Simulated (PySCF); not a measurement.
Exact mass, isotope pattern and composition

Species: glyoxal (`O=CC=O`).

Calculated from tabulated atomic weights, isotope masses and abundances; no fragmentation.

Problem. Find the molar and monoisotopic masses of C2H2O2.

Solution. For C2H2O2, with standard atomic weights, 2 × 15.999 + 2 × 12.011 + 2 × 1.008 = 58.036 g/mol. From the most abundant isotopes (16O, 12C, 1H), 2 × 15.994915 + 2 × 12.000000 + 2 × 1.007825 = 58.0055 u.

Problem. Give the isotope pattern of the molecular ion M+•, merging species of the same nominal mass.

Solution. 
```
nominal mass  m/z (centroid)  relative intensity
          58         58.0049               100.0
          59         59.0083                 2.3
          60         60.0093                 0.4
```

Cut off at 0.1 %. One electron mass, 0.00055 u, is taken off.

Problem. Which m/z would the protonated, sodiated and deprotonated molecule have?

Solution. [M+H]+ 59.0128, [M+Na]+ 80.9947, [M−H]− 56.9982, for the monoisotopic species (arithmetic only; whether such ions form is another matter).

Problem. Which singly substituted isotopologues are there?

Solution. Intensity in % of the monoisotopic species:

```tsv
isotope	mass shift (u)	m/z	intensity (%)
13C	+1.00335	59.0083	2.16
17O	+1.00422	59.0091	0.08
2H	+1.00628	59.0112	0.02
18O	+2.00425	60.0092	0.41
```

Species under 0.02 % are left out.

Problem. Elemental analysis, calculated?

Solution. O 55.13 %, C 41.39 %, H 3.47 %.

Problem. What share of all molecules is the monoisotopic species?

Solution. 0.99757^2 × 0.9893^2 × 0.999885^2 = 97.37 %.

Problem. What resolving power m/Δm just matches the spacing of the species with one 13C and with one 17O?

Solution. They lie 0.00086 u apart at mass 59.01, so m/Δm is about 68000.
